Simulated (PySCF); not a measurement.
Homolysis of single bonds, series Al Cl-H. Isolated molecules, 0 K electronic values unless said otherwise. Strings in code marks are SMILES.

The highest occupied spin orbital from two functionals at the same geometries (TPSSh-D3(BJ)/def2-TZVP), both in PySCF: PBE-D3(BJ)/def2-TZVP and TPSSh-D3(BJ)/def2-TZVP. 

```tsv
species	TPSSh-D3(BJ)/def2-TZVP (eV)
radical fragment (`[Cl]`)	-8.78
radical fragment (`[Cl][Al][Cl]`)	-6.21
radical fragment (`[Cl][AlH]`)	-5.66
```

**Question.** What does PBE-D3(BJ)/def2-TZVP give for each?

**Answer.** 
- radical fragment (`[Cl]`): -8.04
- radical fragment (`[Cl][Al][Cl]`): -5.67
- radical fragment (`[Cl][AlH]`): -5.08
Over these rows, drawn at random from the members with no instability flagged (it was tested for open shells, ions and some series alone), PBE minus TPSSh-D3(BJ): mean +0.62 eV, from +0.54 eV to +0.74 eV.
